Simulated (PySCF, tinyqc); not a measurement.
RHF in the sto-6g basis, for H2O, spin multiplicity 1, step by step (part 1 of 2). The lowest restricted solution is unstable here: a spin-polarised one lies 0.0003 hartree lower (PySCF). Computed by tinyqc, a small Python program that keeps every step (integrals from PySCF). Settings: charge = 0, multiplicity = 1, basis = sto-6g, energy threshold = 1e-09, iteration cap = 63, orthogonalisation = symmetric, start = core, DIIS depth = 0, method = RHF. Command: `OMP_NUM_THREADS=1 python tinyqc.py 23902 23903 out.jsonl` (the two numbers bound the seeds that draw the settings). One thread of a shared host (Intel(R) Xeon(R) Processor @ 2.60GHz), about 0.1 s of CPU time with the checks. Later iterations appear only in the table of the cycle.

## One-electron integrals

Geometry (angstrom):
```
atom        x         y        z
O     0.00000   0.00000  0.00000
H     0.00000   1.03200  0.75300
H     0.00000  -1.01200  0.73900
```

Basis sto-6g: exponents (1/bohr^2) and contraction coefficients of normalised primitives:
```
element  l (shell)    exponent  coefficient
O            s (1)  1355.58423      0.00916
O            s (1)   248.54489      0.04936
O            s (1)    69.53390      0.16854
O            s (1)    23.88677      0.37056
O            s (1)     9.27593      0.41649
O            s (1)     3.82034      0.13033
O            s (2)    52.18776     -0.01325
O            s (2)    10.32932     -0.04699
O            s (2)     3.21034     -0.03379
O            s (2)     1.23514      0.25024
O            s (2)     0.53642      0.59512
O            s (2)     0.24588      0.24071
O            p (3)    52.18776      0.00376
O            p (3)    10.32932      0.03768
O            p (3)     3.21034      0.17390
O            p (3)     1.23514      0.41804
O            p (3)     0.53642      0.42586
O            p (3)     0.24588      0.10171
H            s (1)    35.52322      0.00916
H            s (1)     6.51314      0.04936
H            s (1)     1.82214      0.16854
H            s (1)     0.62596      0.37056
H            s (1)     0.24308      0.41649
H            s (1)     0.10011      0.13033
```

Overlap, kinetic and nuclear-attraction integrals over the contracted functions; the nuclear repulsion is the sum of Za Zb / Rab.

nuclear repulsion = 6.9510397 hartree

overlap S, order 1O 1s, 1O 2s, 1O 2px, 1O 2py, 1O 2pz, 2H 1s, 3H 1s:
```
[[1.00000, 0.23114, 0.00000, 0.00000, 0.00000, 0.02646, 0.02800],
 [0.23114, 1.00000, 0.00000, 0.00000, 0.00000, 0.29428, 0.30613],
 [0.00000, 0.00000, 1.00000, 0.00000, 0.00000, 0.00000, 0.00000],
 [0.00000, 0.00000, 0.00000, 1.00000, 0.00000, 0.22048, -0.22771],
 [0.00000, 0.00000, 0.00000, 0.00000, 1.00000, 0.16088, 0.16628],
 [0.02646, 0.29428, 0.00000, 0.22048, 0.16088, 1.00000, 0.11171],
 [0.02800, 0.30613, 0.00000, -0.22771, 0.16628, 0.11171, 1.00000]]
```

kinetic energy T (hartree), order 1O 1s, 1O 2s, 1O 2px, 1O 2py, 1O 2pz, 2H 1s, 3H 1s:
```
[[29.32720, -0.89602, 0.00000, 0.00000, 0.00000, -0.00645, -0.00651],
 [-0.89602, 0.84262, 0.00000, 0.00000, 0.00000, 0.02308, 0.02803],
 [0.00000, 0.00000, 2.53131, 0.00000, 0.00000, 0.00000, 0.00000],
 [0.00000, 0.00000, 0.00000, 2.53131, 0.00000, 0.08100, -0.08877],
 [0.00000, 0.00000, 0.00000, 0.00000, 2.53131, 0.05910, 0.06483],
 [-0.00645, 0.02308, 0.00000, 0.08100, 0.05910, 0.76852, -0.01191],
 [-0.00651, 0.02803, 0.00000, -0.08877, 0.06483, -0.01191, 0.76852]]
```

nuclear attraction V (hartree), order 1O 1s, 1O 2s, 1O 2px, 1O 2py, 1O 2pz, 2H 1s, 3H 1s:
```
[[-62.09483, -6.34464, 0.00000, 0.00029, -0.01109, -0.82808, -0.87657],
 [-6.34464, -9.83526, 0.00000, 0.00327, -0.13068, -2.11954, -2.21975],
 [0.00000, 0.00000, -9.79318, 0.00000, 0.00000, 0.00000, 0.00000],
 [0.00029, 0.00327, 0.00000, -9.87475, 0.00158, -1.39236, 1.45077],
 [-0.01109, -0.13068, 0.00000, 0.00158, -9.83665, -1.04266, -1.08658],
 [-0.82808, -2.11954, 0.00000, -1.39236, -1.04266, -4.77890, -0.59845],
 [-0.87657, -2.21975, 0.00000, 1.45077, -1.08658, -0.59845, -4.83924]]
```

core Hamiltonian H = T + V (hartree), order 1O 1s, 1O 2s, 1O 2px, 1O 2py, 1O 2pz, 2H 1s, 3H 1s:
```
[[-32.76764, -7.24066, 0.00000, 0.00029, -0.01109, -0.83452, -0.88308],
 [-7.24066, -8.99264, 0.00000, 0.00327, -0.13068, -2.09647, -2.19172],
 [0.00000, 0.00000, -7.26187, 0.00000, 0.00000, 0.00000, 0.00000],
 [0.00029, 0.00327, 0.00000, -7.34344, 0.00158, -1.31136, 1.36199],
 [-0.01109, -0.13068, 0.00000, 0.00158, -7.30534, -0.98356, -1.02176],
 [-0.83452, -2.09647, 0.00000, -1.31136, -0.98356, -4.01038, -0.61036],
 [-0.88308, -2.19172, 0.00000, 1.36199, -1.02176, -0.61036, -4.07072]]
```

## Two-electron integrals

Functions are numbered as in S; the eight-fold symmetry (ij|kl) = (ji|kl) = (kl|ij) leaves the list below.

Two-electron integrals (ij|kl) in chemists' order, unique and non-zero (hartree):
```
(11|11) 4.78749    (21|11) 0.67588    (21|21) 0.12150    (22|11) 1.11738
(22|21) 0.24921    (22|22) 0.81738    (31|31) 0.02576    (32|31) 0.03914
(32|32) 0.18066    (33|11) 1.11738    (33|21) 0.24921    (33|22) 0.81738
(33|33) 0.88066    (41|41) 0.02576    (42|41) 0.03914    (42|42) 0.18066
(43|43) 0.04746    (44|11) 1.11738    (44|21) 0.24921    (44|22) 0.81738
(44|33) 0.78574    (44|44) 0.88066    (51|51) 0.02576    (52|51) 0.03914
(52|52) 0.18066    (53|53) 0.04746    (54|54) 0.04746    (55|11) 1.11738
(55|21) 0.24921    (55|22) 0.81738    (55|33) 0.78574    (55|44) 0.78574
(55|55) 0.88066    (61|11) 0.08219    (61|21) 0.01418    (61|22) 0.02850
(61|33) 0.02844    (61|41) 0.00056    (61|42) 0.00111    (61|44) 0.02856
(61|51) 0.00041    (61|52) 0.00081    (61|54) 0.00009    (61|55) 0.02851
(61|61) 0.00169    (62|11) 0.22578    (62|21) 0.05119    (62|22) 0.18925
(62|33) 0.18597    (62|41) 0.00333    (62|42) 0.02584    (62|44) 0.19239
(62|51) 0.00243    (62|52) 0.01885    (62|54) 0.00468    (62|55) 0.18939
(62|61) 0.00602    (62|62) 0.05775    (63|31) 0.00533    (63|32) 0.03115
(63|43) 0.00518    (63|53) 0.00378    (63|63) 0.00759    (64|11) 0.14189
(64|21) 0.03259    (64|22) 0.12836    (64|33) 0.12286    (64|41) 0.00712
(64|42) 0.04713    (64|44) 0.13723    (64|51) 0.00130    (64|52) 0.01166
(64|54) 0.00671    (64|55) 0.12500    (64|61) 0.00398    (64|62) 0.04757
(64|64) 0.04623    (65|11) 0.10353    (65|21) 0.02378    (65|22) 0.09366
(65|33) 0.08964    (65|41) 0.00130    (65|42) 0.01166    (65|44) 0.09257
(65|51) 0.00628    (65|52) 0.03966    (65|54) 0.00732    (65|55) 0.09876
(65|61) 0.00291    (65|62) 0.03471    (65|64) 0.02819    (65|65) 0.02816
(66|11) 0.40990    (66|21) 0.09462    (66|22) 0.40214    (66|33) 0.38782
(66|41) 0.00692    (66|42) 0.07584    (66|44) 0.41586    (66|51) 0.00505
(66|52) 0.05534    (66|54) 0.02046    (66|55) 0.40275    (66|61) 0.01120
(66|62) 0.16597    (66|64) 0.15534    (66|65) 0.11334    (66|66) 0.77500
(71|11) 0.08700    (71|21) 0.01501    (71|22) 0.03016    (71|33) 0.03010
(71|41) -0.00059   (71|42) -0.00117   (71|44) 0.03022    (71|51) 0.00043
(71|52) 0.00085    (71|54) -0.00009   (71|55) 0.03016    (71|61) 0.00176
(71|62) 0.00615    (71|64) 0.00375    (71|65) 0.00297    (71|66) 0.01135
(71|71) 0.00189    (72|11) 0.23647    (72|21) 0.05360    (72|22) 0.19787
(72|33) 0.19445    (72|41) -0.00348   (72|42) -0.02694   (72|44) 0.20115
(72|51) 0.00254    (72|52) 0.01967    (72|54) -0.00489   (72|55) 0.19802
(72|61) 0.00608    (72|62) 0.04639    (72|64) 0.02700    (72|65) 0.02709
(72|66) 0.10481    (72|71) 0.00667    (72|72) 0.06280    (73|31) 0.00561
(73|32) 0.03270    (73|43) -0.00541   (73|53) 0.00395    (73|63) 0.00584
(73|73) 0.00831    (74|11) -0.14768   (74|21) -0.03391   (74|22) -0.13340
(74|33) -0.12765   (74|41) 0.00748    (74|42) 0.04932    (74|44) -0.14267
(74|51) -0.00136   (74|52) -0.01213   (74|54) 0.00701    (74|55) -0.12989
(74|61) -0.00369   (74|62) -0.02677   (74|64) -0.01030   (74|65) -0.01536
(74|66) -0.05713   (74|71) -0.00439   (74|72) -0.05142   (74|74) 0.04984
(75|11) 0.10784    (75|21) 0.02477    (75|22) 0.09741    (75|33) 0.09322
(75|41) -0.00136   (75|42) -0.01213   (75|44) 0.09628    (75|51) 0.00661
(75|52) 0.04156    (75|54) -0.00765   (75|55) 0.10275    (75|61) 0.00293
(75|62) 0.02699    (75|64) 0.01542    (75|65) 0.02131    (75|66) 0.06578
(75|71) 0.00321    (75|72) 0.03755    (75|74) -0.03033   (75|75) 0.03046
(76|11) 0.05972    (76|21) 0.01369    (76|22) 0.05508    (76|33) 0.05385
(76|41) 5.30e-06   (76|42) 0.00006    (76|44) 0.05491    (76|51) 0.00100
(76|52) 0.00935    (76|54) 1.42e-05   (76|55) 0.05649    (76|61) 0.00159
(76|62) 0.01674    (76|64) 0.01211    (76|65) 0.01133    (76|66) 0.05134
(76|71) 0.00168    (76|72) 0.01738    (76|74) -0.01245   (76|75) 0.01171
(76|76) 0.00628    (77|11) 0.41742    (77|21) 0.09635    (77|22) 0.40883
(77|33) 0.39405    (77|41) -0.00714   (77|42) -0.07781   (77|44) 0.42296
(77|51) 0.00521    (77|52) 0.05682    (77|54) -0.02111   (77|55) 0.40947
(77|61) 0.01092    (77|62) 0.10186    (77|64) 0.05587    (77|65) 0.06425
(77|66) 0.25812    (77|71) 0.01207    (77|72) 0.17449    (77|74) -0.16243
(77|75) 0.11861    (77|76) 0.05134    (77|77) 0.77500
```

## Orthogonalisation

S = U s U^T; symmetric (Loewdin) form X = U s^(-1/2) U^T, so that X^T S X = 1.

eigenvalues of S: [0.53053, 0.62285, 0.89316, 1.00000, 1.09657, 1.26582, 1.59108]

X, order 1O 1s, 1O 2s, 1O 2px, 1O 2py, 1O 2pz, 2H 1s, 3H 1s:
```
[[1.02187, -0.12782, 0.00000, 0.00022, -0.00436, 0.01413, 0.01466],
 [-0.12782, 1.09791, 0.00000, -0.00244, 0.04104, -0.15957, -0.16820],
 [0.00000, 0.00000, 1.00000, 0.00000, 0.00000, 0.00000, 0.00000],
 [0.00022, -0.00244, 0.00000, 1.04534, -0.00120, -0.12942, 0.13444],
 [-0.00436, 0.04104, 0.00000, -0.00120, 1.02186, -0.08561, -0.08963],
 [0.01413, -0.15957, 0.00000, -0.12942, -0.08561, 1.07086, -0.03728],
 [0.01466, -0.16820, 0.00000, 0.13444, -0.08963, -0.03728, 1.07686]]
```

## Starting guess

The start is the orbitals of the core Hamiltonian; D = 2 C_occ C_occ^T.

D at the start, order 1O 1s, 1O 2s, 1O 2px, 1O 2py, 1O 2pz, 2H 1s, 3H 1s:
```
[[2.11982, -0.53029, 0.00000, 0.00123, -0.02340, 0.05173, 0.05420],
 [-0.53029, 2.34137, 0.00000, -0.00768, 0.13349, -0.21815, -0.22899],
 [0.00000, 0.00000, 2.00000, 0.00000, 0.00000, 0.00000, 0.00000],
 [0.00123, -0.00768, 0.00000, 2.15842, -0.00408, -0.21756, 0.22617],
 [-0.02340, 0.13349, 0.00000, -0.00408, 2.07643, -0.14461, -0.15099],
 [0.05173, -0.21815, 0.00000, -0.21756, -0.14461, 0.05090, 0.00736],
 [0.05420, -0.22899, 0.00000, 0.22617, -0.15099, 0.00736, 0.05509]]
```

## Iteration 1: building the Fock matrix

J_ij = sum D_kl (ij|kl), K_ij = sum D_kl (ik|jl); F = H + J - 0.5 K; E = tr D H + tr D J / 2 - 0.25 tr D K + E_nn.

Coulomb J (hartree), order 1O 1s, 1O 2s, 1O 2px, 1O 2py, 1O 2pz, 2H 1s, 3H 1s:
```
[[18.67949, 3.36384, 0.00000, -0.00012, 0.00268, 0.39485, 0.41788],
 [3.36384, 8.81850, 0.00000, 0.00004, 0.00084, 1.97056, 2.06091],
 [0.00000, 0.00000, 8.81992, 0.00000, 0.00000, 0.00000, 0.00000],
 [-0.00012, 0.00004, 0.00000, 8.81733, 0.00013, 1.31180, -1.36337],
 [0.00268, 0.00084, 0.00000, 0.00013, 8.81825, 0.95652, 0.99499],
 [0.39485, 1.97056, 0.00000, 1.31180, 0.95652, 4.02318, 0.55991],
 [0.41788, 2.06091, 0.00000, -1.36337, 0.99499, 0.55991, 4.08992]]
```

exchange K (hartree), order 1O 1s, 1O 2s, 1O 2px, 1O 2py, 1O 2pz, 2H 1s, 3H 1s:
```
[[9.88121, 1.59058, 0.00000, -0.00004, 0.00092, 0.20246, 0.21407],
 [1.59058, 2.84364, 0.00000, -0.00007, 0.00549, 0.54426, 0.57004],
 [0.00000, 0.00000, 2.36495, 0.00000, 0.00000, 0.00000, 0.00000],
 [-0.00004, -0.00007, 0.00000, 2.36544, 0.00021, 0.27234, -0.28304],
 [0.00092, 0.00549, 0.00000, 0.00021, 2.36431, 0.19800, 0.20620],
 [0.20246, 0.54426, 0.00000, 0.27234, 0.19800, 0.17749, 0.09856],
 [0.21407, 0.57004, 0.00000, -0.28304, 0.20620, 0.09856, 0.19279]]
```

Fock matrix F (hartree), order 1O 1s, 1O 2s, 1O 2px, 1O 2py, 1O 2pz, 2H 1s, 3H 1s:
```
[[-19.02875, -4.67211, 0.00000, 0.00019, -0.00887, -0.54091, -0.57224],
 [-4.67211, -1.59596, 0.00000, 0.00334, -0.13258, -0.39804, -0.41583],
 [0.00000, 0.00000, 0.37557, 0.00000, 0.00000, 0.00000, 0.00000],
 [0.00019, 0.00334, 0.00000, 0.29116, 0.00160, -0.13573, 0.14014],
 [-0.00887, -0.13258, 0.00000, 0.00160, 0.33075, -0.12604, -0.12987],
 [-0.54091, -0.39804, 0.00000, -0.13573, -0.12604, -0.07595, -0.09973],
 [-0.57224, -0.41583, 0.00000, 0.14014, -0.12987, -0.09973, -0.07720]]
```

total energy of this density = -74.0433861 hartree

## Iteration 1: diagonalisation and new density

Diagonalise F' = X^T F X, C = X C', fill 5 alpha and 5 beta electrons from the bottom; D = 2 C_occ C_occ^T. Each column has its largest component positive (the first on a tie).

F' = X^T F X (hartree):
```
[[-18.70550, -2.44857, 0.00000, 0.00052, -0.01200, -0.05532, -0.06191],
 [-2.44857, -0.69430, 0.00000, -0.00073, -0.06031, -0.21894, -0.23105],
 [0.00000, 0.00000, 0.37557, 0.00000, 0.00000, 0.00000, 0.00000],
 [0.00052, -0.00073, 0.00000, 0.39507, -0.00094, -0.20476, 0.21241],
 [-0.01200, -0.06031, 0.00000, -0.00094, 0.38109, -0.14457, -0.15107],
 [-0.05532, -0.21894, 0.00000, -0.20476, -0.14457, 0.07785, -0.03568],
 [-0.06191, -0.23105, 0.00000, 0.21241, -0.15107, -0.03568, 0.09028]]
```

orbital energies (hartree): [-19.03328, -0.55259, -0.06817, 0.12427, 0.37557, 0.49065, 0.58360]

coefficients C, order 1O 1s, 1O 2s, 1O 2px, 1O 2py, 1O 2pz, 2H 1s, 3H 1s:
```
[[0.99604, -0.21853, 0.00065, -0.13934, 0.00000, -0.04109, 0.00566],
 [0.01726, 0.83957, -0.00223, 0.70442, 0.00000, 0.27273, -0.03759],
 [0.00000, 0.00000, 0.00000, 0.00000, 1.00000, 0.00000, 0.00000],
 [-0.00006, -0.00375, 0.40389, 0.01781, 0.00000, 0.07715, 0.97886],
 [0.00142, 0.14117, 0.00132, -0.37363, 0.00000, 0.94690, -0.07145],
 [-0.00269, 0.20080, 0.60684, -0.56568, 0.00000, -0.48314, -0.48566],
 [-0.00282, 0.20714, -0.57676, -0.57574, 0.00000, -0.41638, 0.57898]]
```

D after iteration 1, order 1O 1s, 1O 2s, 1O 2px, 1O 2py, 1O 2pz, 2H 1s, 3H 1s:
```
[[2.11853, -0.52887, 0.00000, -0.00292, 0.04526, 0.06531, 0.06355],
 [-0.52887, 2.40280, 0.00000, 0.01699, -0.28930, -0.46259, -0.46083],
 [0.00000, 0.00000, 2.00000, 0.00000, 0.00000, 0.00000, 0.00000],
 [-0.00292, 0.01699, 0.00000, 0.32691, -0.01330, 0.46854, -0.48795],
 [0.04526, -0.28930, 0.00000, -0.01330, 0.31907, 0.48101, 0.48718],
 [0.06531, -0.46259, 0.00000, 0.46854, 0.48101, 1.45716, 0.03457],
 [0.06355, -0.46083, 0.00000, -0.48795, 0.48718, 0.03457, 1.41408]]
```

## Iteration 2: building the Fock matrix

As before.

Coulomb J (hartree), order 1O 1s, 1O 2s, 1O 2px, 1O 2py, 1O 2pz, 2H 1s, 3H 1s:
```
[[16.33735, 2.85429, 0.00000, 0.00059, 0.00502, 0.33664, 0.35625],
 [2.85429, 7.48387, 0.00000, 0.00276, 0.12670, 1.78704, 1.86528],
 [0.00000, 0.00000, 7.53559, 0.00000, 0.00000, 0.00000, 0.00000],
 [0.00059, 0.00276, 0.00000, 7.48044, -0.00210, 1.23358, -1.27786],
 [0.00502, 0.12670, 0.00000, -0.00210, 7.43558, 0.92784, 0.96321],
 [0.33664, 1.78704, 0.00000, 1.23358, 0.92784, 4.37014, 0.54532],
 [0.35625, 1.86528, 0.00000, -1.27786, 0.96321, 0.54532, 4.39903]]
```

exchange K (hartree), order 1O 1s, 1O 2s, 1O 2px, 1O 2py, 1O 2pz, 2H 1s, 3H 1s:
```
[[9.78967, 1.46144, 0.00000, -0.00010, 0.00379, 0.18576, 0.19647],
 [1.46144, 2.35585, 0.00000, 0.00483, -0.02984, 0.62840, 0.65553],
 [0.00000, 0.00000, 2.22255, 0.00000, 0.00000, 0.00000, 0.00000],
 [-0.00010, 0.00483, 0.00000, 1.17630, -0.01973, 0.49001, -0.50724],
 [0.00379, -0.02984, 0.00000, -0.01973, 1.06039, 0.40674, 0.42025],
 [0.18576, 0.62840, 0.00000, 0.49001, 0.40674, 1.38449, 0.18730],
 [0.19647, 0.65553, 0.00000, -0.50724, 0.42025, 0.18730, 1.37525]]
```

Fock matrix F (hartree), order 1O 1s, 1O 2s, 1O 2px, 1O 2py, 1O 2pz, 2H 1s, 3H 1s:
```
[[-21.32512, -5.11709, 0.00000, 0.00093, -0.00795, -0.59076, -0.62507],
 [-5.11709, -2.68669, 0.00000, 0.00361, 0.01094, -0.62363, -0.65420],
 [0.00000, 0.00000, -0.83756, 0.00000, 0.00000, 0.00000, 0.00000],
 [0.00093, 0.00361, 0.00000, -0.45115, 0.00935, -0.32278, 0.33775],
 [-0.00795, 0.01094, 0.00000, 0.00935, -0.39995, -0.25909, -0.26867],
 [-0.59076, -0.62363, 0.00000, -0.32278, -0.25909, -0.33248, -0.15869],
 [-0.62507, -0.65420, 0.00000, 0.33775, -0.26867, -0.15869, -0.35931]]
```

total energy of this density = -75.1759517 hartree

## Iteration 2: diagonalisation and new density

As before.

F' = X^T F X (hartree):
```
[[-21.00626, -2.50181, 0.00000, 0.00128, -0.02906, -0.06162, -0.06851],
 [-2.50181, -1.76125, 0.00000, -0.00167, 0.10785, -0.26879, -0.28383],
 [0.00000, 0.00000, -0.83756, 0.00000, 0.00000, 0.00000, 0.00000],
 [0.00128, -0.00167, 0.00000, -0.31728, 0.00590, -0.29965, 0.31124],
 [-0.02906, 0.10785, 0.00000, 0.00590, -0.32470, -0.22847, -0.23636],
 [-0.06162, -0.26879, 0.00000, -0.29965, -0.22847, -0.10187, -0.05288],
 [-0.06851, -0.28383, 0.00000, 0.31124, -0.23636, -0.05288, -0.10990]]
```

orbital energies (hartree): [-21.32712, -1.54380, -0.83756, -0.63839, -0.55968, 0.18094, 0.26680]

coefficients C, order 1O 1s, 1O 2s, 1O 2px, 1O 2py, 1O 2pz, 2H 1s, 3H 1s:
```
[[0.99748, -0.24418, 0.00000, -0.00689, 0.03629, 0.07079, 0.00463],
 [0.01109, 1.00714, 0.00000, 0.04324, -0.23481, -0.45247, -0.03192],
 [0.00000, 0.00000, 1.00000, 0.00000, 0.00000, 0.00000, 0.00000],
 [-0.00008, -0.00307, 0.00000, 0.72210, 0.10287, -0.02960, 0.77115],
 [0.00090, -0.01067, 0.00000, -0.10651, 0.76207, -0.68408, -0.03282],
 [-0.00167, 0.02949, 0.00000, 0.30753, 0.40061, 0.69681, -0.67556],
 [-0.00176, 0.03397, 0.00000, -0.40741, 0.29672, 0.63852, 0.74346]]
```

D after iteration 2, order 1O 1s, 1O 2s, 1O 2px, 1O 2py, 1O 2pz, 2H 1s, 3H 1s:
```
[[2.11190, -0.48735, 0.00000, -0.00113, 0.06379, 0.00712, 0.00704],
 [-0.48735, 2.14290, 0.00000, 0.00794, -0.38857, -0.10218, -0.10618],
 [0.00000, 0.00000, 2.00000, 0.00000, 0.00000, 0.00000, 0.00000],
 [-0.00113, 0.00794, 0.00000, 1.06403, 0.00304, 0.52638, -0.52754],
 [0.06379, -0.38857, 0.00000, 0.00304, 1.18443, 0.54445, 0.53831],
 [0.00712, -0.10218, 0.00000, 0.52638, 0.54445, 0.51188, -0.01083],
 [0.00704, -0.10618, 0.00000, -0.52754, 0.53831, -0.01083, 0.51038]]
```

## Iteration 17 (converged): orbitals

converged F (hartree), order 1O 1s, 1O 2s, 1O 2px, 1O 2py, 1O 2pz, 2H 1s, 3H 1s:
```
[[-20.54133, -4.96584, 0.00000, 0.00037, -0.02070, -0.57483, -0.60807],
 [-4.96584, -2.28471, 0.00000, 0.00289, -0.03400, -0.58449, -0.60954],
 [0.00000, 0.00000, -0.39442, 0.00000, 0.00000, 0.00000, 0.00000],
 [0.00037, 0.00289, 0.00000, -0.17762, 0.00385, -0.31336, 0.32114],
 [-0.02070, -0.03400, 0.00000, 0.00385, -0.22024, -0.26741, -0.27311],
 [-0.57483, -0.58449, 0.00000, -0.31336, -0.26741, -0.29038, -0.13986],
 [-0.60807, -0.60954, 0.00000, 0.32114, -0.27311, -0.13986, -0.30508]]
```

As before.

F' = X^T F X (hartree):
```
[[-20.21999, -2.49139, 0.00000, 0.00081, -0.03880, -0.05391, -0.06070],
 [-2.49139, -1.33500, 0.00000, -0.00226, 0.07946, -0.29791, -0.31182],
 [0.00000, 0.00000, -0.39442, 0.00000, 0.00000, 0.00000, 0.00000],
 [0.00081, -0.00226, 0.00000, -0.02455, 0.00059, -0.32785, 0.33598],
 [-0.03880, 0.07946, 0.00000, 0.00059, -0.13733, -0.25045, -0.25685],
 [-0.05391, -0.29791, 0.00000, -0.32785, -0.25045, -0.05440, -0.03815],
 [-0.06070, -0.31182, 0.00000, 0.33598, -0.25685, -0.03815, -0.05171]]
```

orbital energies (hartree): [-20.54409, -1.17545, -0.48924, -0.41031, -0.39442, 0.34582, 0.45029]

coefficients C, order 1O 1s, 1O 2s, 1O 2px, 1O 2py, 1O 2pz, 2H 1s, 3H 1s:
```
[[0.99701, -0.23437, -0.00472, 0.07149, 0.00000, -0.08272, 0.00738],
 [0.01313, 0.93876, 0.02593, -0.38721, 0.00000, 0.49290, -0.04691],
 [0.00000, 0.00000, 0.00000, 0.00000, 1.00000, 0.00000, 0.00000],
 [-0.00006, -0.00304, 0.61122, 0.02437, 0.00000, 0.06046, 0.86586],
 [0.00167, 0.04747, -0.02997, 0.73405, 0.00000, 0.71861, -0.05361],
 [-0.00202, 0.11423, 0.44510, 0.39299, 0.00000, -0.68870, -0.59830],
 [-0.00213, 0.11999, -0.47185, 0.35217, 0.00000, -0.60226, 0.70132]]
```

D after iteration 17, order 1O 1s, 1O 2s, 1O 2px, 1O 2py, 1O 2pz, 2H 1s, 3H 1s:
```
[[2.10818, -0.46947, 0.00000, -0.00097, 0.08632, -0.00558, -0.00568],
 [-0.46947, 2.06409, 0.00000, 0.00712, -0.48086, -0.06683, -0.07197],
 [0.00000, 0.00000, 2.00000, 0.00000, 0.00000, 0.00000, 0.00000],
 [-0.00097, 0.00712, 0.00000, 0.74838, -0.00114, 0.56257, -0.56037],
 [0.08632, -0.48086, 0.00000, -0.00114, 1.08397, 0.56111, 0.55668],
 [-0.00558, -0.06683, 0.00000, 0.56257, 0.56111, 0.73121, -0.11583],
 [-0.00568, -0.07197, 0.00000, -0.56037, 0.55668, -0.11583, 0.72213]]
```
